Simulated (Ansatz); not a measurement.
# H3O2 (doublet): wave-function methods side by side at distance O1–H3 along a hydrogen transfer = 1.513 Å, cc-pVDZ

Aim: climb from Hartree-Fock through coupled cluster and multireference methods for H3O2 (doublet) at one geometry and basis, and see what each rung misses.

Method: cc-pVDZ, core rule «outside noble gas», up to 2 orbitals frozen; program: Ansatz 0.2.0, Gaussian basis.

To be run: UHF; CCSD(T) on ROHF; CCSD(T) on UHF; BCCD(T) on ROHF; CISD; CCSDT(Q) on ROHF; CCSDT(Q) on UHF; CASSCF and MRCISD+Q, 3 electrons in 3 orbitals; CASSCF and NEVPT2, 3 electrons in 3 orbitals; CASSCF and NEVPT2, 15 electrons in 11 orbitals.

7 further runs of the same task are left out: 1 for a mislabelled method, 6 that didn't finish.

## 1. The geometry

The geometry derives from fragments relaxed apart (PBE0/def2-TZVP) and kept rigid, so it is no stationary point. A hydrogen atom is moved between rigid fragments.

5 atoms, charge 0, spin multiplicity 2.

Atoms are counted from 1 here; the program's logs count them from 0.

Bond lengths: O1–H2 0.960 Å, H3–O4 0.990 Å, O4–H5 0.973 Å. Angles: H3–O4–H5 105.0°.

## 2. UHF

Input file in.yaml:

```yaml
crystal:
  periodic: [false, false, false]
  atoms:
    - {symbol: O, position_ang: [-1.259099, 0.000385, 0.000000]}
    - {symbol: H, position_ang: [-1.508409, 0.926961, 0.000000]}
    - {symbol: H, position_ang: [0.253901, 0.000385, 0.000000]}
    - {symbol: O, position_ang: [1.243901, 0.000385, 0.000000]}
    - {symbol: H, position_ang: [1.495760, -0.939565, 0.000000]}
basis:
  gaussian: {orbitals: cc-pVDZ}
magnetization: {spin_polarized: true, initial_magnetization: 1}
hamiltonian: {xc: hf}
output: {orbitals: {seedname: orbitals}}
```

Launch:

```
$ ansatz run in.yaml --threads 1 --pin off --events-out ev --progress --plain --max-ram 2393MiB
```

After this run come: CCSD(T) on ROHF; CCSD(T) on UHF; BCCD(T) on ROHF; CISD; CCSDT(Q) on ROHF; CCSDT(Q) on UHF; CASSCF and MRCISD+Q, 3 electrons in 3 orbitals; CASSCF and NEVPT2, 3 electrons in 3 orbitals; CASSCF and NEVPT2, 15 electrons in 11 orbitals.

Q: Predict the results of all the runs planned. Wanted: UCCSDT(Q) below the RHF energy; RMP2 from UCCSDT(Q); UMP2 from UCCSDT(Q); RCCSD from UCCSDT(Q); RCCSD(T) from UCCSDT(Q); UCCSD(T) from UCCSDT(Q); RCCSDT(Q) from UCCSDT(Q); NEVPT2 pair from UCCSDT(Q); NEVPT2 valence from UCCSDT(Q).

The runs gave:

| quantity | value |
| --- | --- |
| UCCSDT(Q) below the RHF energy | -10.6275 eV |
| RMP2 from UCCSDT(Q) | +816.9 meV |
| UMP2 from UCCSDT(Q) | +818.0 meV |
| RCCSD from UCCSDT(Q) | +185.6 meV |
| RCCSD(T) from UCCSDT(Q) | +33.4 meV |
| UCCSD(T) from UCCSDT(Q) | +32.7 meV |
| RCCSDT(Q) from UCCSDT(Q) | +1.0 meV |
| NEVPT2 pair from UCCSDT(Q) | +749.5 meV |
| NEVPT2 valence from UCCSDT(Q) | +1264.9 meV |
| levels within 1 kcal/mol (43 meV) | RCCSD(T), UCCSD(T), BCCD(T), RCCSDT, UCCSDT, RCCSDT(Q) |
| T1 diagnostic | 0.012 |
| effectively unpaired electrons | 1.01 |

What this shows: RCCSD(T) lands +33.4 meV from the yardstick (0.3 % of the correlation energy). One determinant dominates. Of the multireference levels listed NEVPT2 pair comes nearest in total energy (+749.5 meV), which doesn't show that its space is the better one. These misses are within one basis, not against nature; the frozen cores of restricted and unrestricted runs differ, which can shift their rows.
